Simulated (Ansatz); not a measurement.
# CH5N, singlet: reading a ladder of total energies

Geometry: MP2(full)/6-31G*, from the G2/97 set.

```xyz
7

C     0.0302    0.7392    0.0000
N     0.0302   -0.7249    0.0000
H    -0.9632    1.2110    0.0000
H    -0.4797   -1.0647    0.8124
H    -0.4797   -1.0647   -0.8124
H     0.5713    1.0915    0.8807
H     0.5713    1.0915   -0.8807
```

Basis STO-3G; Ansatz 0.2.0. Only valence electrons are correlated (noble-gas cores frozen), which leaves 14 electrons in 13 orbitals. R marks a restricted (for open shells ROHF) determinant.

Full CI is exact within this basis and frozen core; it isn't the basis-set limit.

Runs differ by some tens of microhartree through their thresholds, so steps under 0.03 kcal/mol mean nothing.

```json
{"level": "RHF", "total energy (hartree)": "-94.031832"}
{"level": "RMP2", "total energy (hartree)": "-94.129925"}
{"level": "RCCSD", "total energy (hartree)": "-94.164521"}
{"level": "RCCSD(T)", "total energy (hartree)": "-94.165129"}
{"level": "RCCSDT", "total energy (hartree)": "-94.165305"}
{"level": "RCCSDT(Q)", "total energy (hartree)": "-94.165396"}
{"level": "RCCSDTQ", "total energy (hartree)": "-94.165412"}
{"level": "full CI", "total energy (hartree)": "-94.165414"}
```

Q: What is the correlation energy at full CI, and what share of it do RMP2 and RCCSD(T) recover?

A: E(corr) = -94.165414 − (-94.031832) = -0.133582 hartree = -3.635 eV. RMP2: -0.098093 / -0.133582 = 73.43 %. RCCSD(T): -0.133297 / -0.133582 = 99.79 %.

Q: By how many kcal/mol does RCCSD(T) miss full CI (1 hartree = 627.509 kcal/mol), and which steps make up the rest?

A: -94.165129 − (-94.165414) = 0.000285 hartree = 0.18 kcal/mol. Steps: RCCSDT − RCCSD(T) = -0.11, RCCSDT(Q) − RCCSDT = -0.06, RCCSDTQ − RCCSDT(Q) = -0.01, full CI − RCCSDTQ = 0.00 kcal/mol. That is within 1 kcal/mol of the reference in this basis, which itself misses far more of the correlation at the basis-set limit.
